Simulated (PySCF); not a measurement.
# How well do the runs reproduce experiment for tetrahydrofuran?

**Experimental background.**

From NIST CCCBDB Release 22 (SRD 101), experimental dipoles, for the gas: dipole moment (dielectric constant against temperature) 1.63 D.

The results are set against them at the end.

Tetrahydrofuran, C4H8O.
Numbering: `[CH2:1]1[CH2:2][CH2:3][O:4][CH2:5]1` (hydrogens: H6, H7 on C1; H8, H9 on C2; H10, H11 on C3; H12, H13 on C5)

Geometry (GFN2-xTB, Å), atoms numbered from 1 in this order:
```xyz
13
C4H8O angstrom
C     -0.903    0.363   -0.463
C      0.416    0.993   -0.020
C      1.312   -0.240    0.098
O      0.474   -1.324    0.465
C     -0.887   -0.949    0.320
H     -0.885    0.165   -1.536
H     -1.773    0.973   -0.230
H      0.297    1.470    0.953
H      0.807    1.721   -0.727
H      2.093   -0.132    0.856
H      1.789   -0.469   -0.866
H     -1.418   -1.759   -0.187
H     -1.327   -0.812    1.318
```

Runs made with PySCF (gas phase, on this GFN2-xTB geometry; no spin–orbit coupling):

| level | job | basis functions | wall time |
| --- | --- | --- | --- |
| PBE0/def2-SVPD | 8 singlets by full TDDFT, 3 Tamm–Dancoff triplets, polarisability | 167 | 18 s |

Hardware: one thread of an Arm Neoverse V1 (shared host).

## Comparison

**Dipole moment.** Measured: 1.63 D (NIST CCCBDB Release 22 (SRD 101), experimental dipoles).

| level | computed (D) | computed − measured (D) | % (from the printed values) |
| --- | --- | --- | --- |
| PBE0/def2-SVPD | 1.85 | +0.22 | +13 |

The computed dipoles belong to one fixed geometry; measured ones are averaged over vibrations unless marked μe. Magnitudes are compared, not signs.

The geometry is computed, not the measured one. Where a level misses, the cause wasn't examined.
